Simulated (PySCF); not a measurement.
CF4, optimised at PBE/def2-SVP:

```xyz
5

C     -0.0149     0.0093    -0.0167
F     -0.0155     0.5354    -1.2421
F     -0.0215    -1.3214    -0.1043
F      1.0775     0.4063     0.6370
F     -1.1002     0.4167     0.6426
```

Computed with PySCF (xtb for GFN2) and rigid-rotor harmonic-oscillator thermochemistry at 1 bar. 6-31G* has spherical d functions here. All species are closed-shell singlets. B3LYP is the form with VWN-RPA correlation.

Question: List the harmonic frequencies (cm⁻¹, unscaled) at this level and at the other levels, each on its own geometry.

Answer: 
- PBE/def2-SVP: 420, 420, 608, 608, 608, 885, 1254, 1254, 1254
- B3LYP/6-31G*: 425, 425, 617, 617, 617, 908, 1307, 1307, 1307
- GFN2-xTB: 380, 380, 545, 545, 545, 861, 1147, 1147, 1147
- HF/6-31G*: 473, 473, 682, 682, 682, 1003, 1472, 1472, 1472
- PBE0/def2-TZVP: 435, 435, 633, 633, 633, 925, 1294, 1294, 1294
